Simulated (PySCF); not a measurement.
C3H9N, SMILES CN(C)C. Geometry: PBE-D3(BJ)/def2-SVP.

Level of theory: PBE-D3(BJ)/def2-SVP (PySCF 2.14.0).

Harmonic wavenumbers (cm⁻¹): 263, 266, 266, 325, 414, 414, 843, 1032, 1051, 1051, 1081, 1081, 1157, 1280, 1280, 1375, 1375, 1399, 1399, 1405, 1413, 1431, 1439, 1439, 2815, 2815, 2835, 2994, 2994, 2994, 3050, 3051, 3051. Rotational constants (GHz): 8.649, 8.649, 4.886; symmetry number 3.

Problem. Work out the zero-point energy and the ideal-gas rigid-rotor harmonic-oscillator thermochemistry at 298.15 K and 1 atm.

Solution. ZPE = ½ Σ hcν = ½ × 51078 cm⁻¹ = 305.51 kJ/mol. H − E(el) = 322.52 kJ/mol. Entropy in J/(mol K): translation 159.62, rotation 92.50, vibration 36.85, total 288.97. G − E(el) = 236.37 kJ/mol. Cp = 89.18 J/(mol K).
